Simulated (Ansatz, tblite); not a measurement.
**The cluster SiW3: a ladder of methods and basis sets**

Aim: run the singlet of the cluster SiW3 at one geometry on many levels, and compare frontier levels, spin and run time.

Program: Ansatz 0.2.0, Gaussian basis. Level of theory: as each input shows. These are calculated values, not measurements.

Plan: GFN1-xTB, GFN2-xTB, PBE-D4/def2-TZVP, r2SCAN-D4/def2-TZVP, LC-ωPBE/def2-TZVP, HSE06-D4/def2-TZVP, HF/def2-TZVP, CAM-B3LYP-D4/def2-TZVP, LDA/def2-TZVP, PBE-D4/def2-SVP, PBE0-D4/def2-SVP, PBE0-D4/def2-TZVPD, PBE-D4/def2-TZVPD, r2SCAN-D4/def2-TZVPD, CCSD(T)/def2-TZVP, RPA/def2-TZVP.

2 further runs of the same task are left out: 2 set aside as unsound or not needed. Runs told in other sessions of the task aren't counted.

### Step 1. The geometry

The geometry is that of the singlet, from an earlier relaxation (PBE-D4/def2-SVP). At that level it is the lowest of the isomers that a small search found.

4 atoms, charge 0, spin multiplicity 1.

Bond lengths: W1–Si4 2.538 Å, W2–Si4 2.538 Å, W3–Si4 2.538 Å. Angles: W1–Si4–W2 54.4°, W1–Si4–W3 54.4°, W2–Si4–W3 54.4°.

W takes a core potential in the def2 sets. No spin-orbit coupling is included.

PBE0-D4/def2-TZVP was run before; its log isn't repeated, and its numbers join the tables.

### Step 2. GFN1-xTB

Tight binding, by tblite at 300 K electronic temperature and without a spin-polarisation term:

```python
tblite.interface.Calculator('GFN1-xTB', numbers, positions, charge=0, uhf=0).singlepoint()
```

Energy -222.9437 eV, HOMO -9.63 eV, LUMO -8.65 eV; 0.003 s.

### Step 3. GFN2-xTB

Tight binding, by tblite at 300 K electronic temperature and without a spin-polarisation term:

```python
tblite.interface.Calculator('GFN2-xTB', numbers, positions, charge=0, uhf=0).singlepoint()
```

Energy -244.2020 eV, HOMO -10.91 eV, LUMO -10.23 eV; 0.009 s.

### Step 4. PBE-D4/def2-TZVP

start.molden holds the orbitals of an earlier run on this state, given as this run's starting guess.

in.yaml reads:

```yaml
crystal:
  periodic: [false, false, false]
  atoms:
    - {symbol: W, position_ang: [-0.033235, -1.441642, -0.092127]}
    - {symbol: W, position_ang: [-0.472342, 0.348514, 1.320350]}
    - {symbol: W, position_ang: [1.388428, 0.394350, -0.068147]}
    - {symbol: Si, position_ang: [-0.882851, 0.698789, -1.160067]}
basis:
  gaussian: {orbitals: def2-TZVP, initial_orbitals: start.molden}
hamiltonian: {xc: pbe, dispersion: d4}
scf: {omitted_lower_state_checks: [starts]}
output: {orbitals: {seedname: orbitals}}
```

On the command line:

```bash
$ ansatz run in.yaml --threads 4 --pin off --events-out ev --progress --plain --max-ram 3916MiB
```

After this run come: r2SCAN-D4/def2-TZVP; LC-ωPBE/def2-TZVP; HSE06-D4/def2-TZVP; HF/def2-TZVP; CAM-B3LYP-D4/def2-TZVP; LDA/def2-TZVP; PBE-D4/def2-SVP; PBE0-D4/def2-SVP; PBE0-D4/def2-TZVPD; PBE-D4/def2-TZVPD; r2SCAN-D4/def2-TZVPD; CCSD(T)/def2-TZVP; RPA/def2-TZVP.

**Question.** What will the summary of the whole plan be? Wanted: gap in def2-TZVP, named functionals and Hartree-Fock, smallest and largest; correlation energy, CCSD(T)/def2-TZVP; binding an atom, CCSD(T)/def2-TZVP; PBE0 total energy, smallest basis above largest.

The runs gave:

```
                                                                  quantity                           value
gap in def2-TZVP, named functionals and Hartree-Fock, smallest and largest     1.44 eV (LDA), 6.71 eV (HF)
                                     correlation energy, CCSD(T)/def2-TZVP                       -39.59 eV
                                        binding an atom, CCSD(T)/def2-TZVP                        3.896 eV
                           PBE0 total energy, smallest basis above largest  3.68 eV (def2-SVP, def2-TZVPD)
```

Orbital gaps of the named functionals and Hartree-Fock in def2-TZVP span 1.44 eV (LDA) to 6.71 eV (HF); exact exchange widens it. The functionals in def2-TZVP miss CCSD(T)/def2-TZVP by -0.751 (CAM-B3LYP-D4) to +1.327 eV (LDA) an atom. CCSD(T)/def2-TZVP isn't at the basis-set limit; small misses against it rank nothing.
